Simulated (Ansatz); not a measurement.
A calculation on fcc Pb returned lattice constant a 5.047 Å, bulk modulus 37.4 GPa.

For reference: lattice constant a 4.902 Å (measured, low-temperature or extrapolated to 0 K; zero-point anharmonic expansion removed, sources range from 4.902 to 4.912; as tabulated in Csonka et al. (2009), arXiv:0903.4037); bulk modulus 47 GPa (measured, corrected for temperature and zero-point phonon effects; as tabulated in Levämäki et al. (2014), arXiv:1402.3671).

Problem. Which level of theory produced these numbers?
A) PBE+SOC (Ansatz (a quantum-chemistry and plane-wave program))
B) HSE06 (Ansatz)
C) r²SCAN+SOC (Ansatz)
D) PBE0 (Ansatz)

Solution. A, PBE+SOC (Ansatz)

The others give: HSE06 4.998 Å, 42.2 GPa; r²SCAN+SOC 5.002 Å, 41.6 GPa; PBE0 4.999 Å, 43.5 GPa.

Unless a cell is named, each level is at its own relaxed cell (HSE06 31.21, PBE+SOC 32.15, PBE0 31.24, r²SCAN+SOC 31.28 Å³/atom).

Ansatz's density-functional and Hartree–Fock values are scalar-relativistic unless marked +SOC, with PAW data made under PBE.
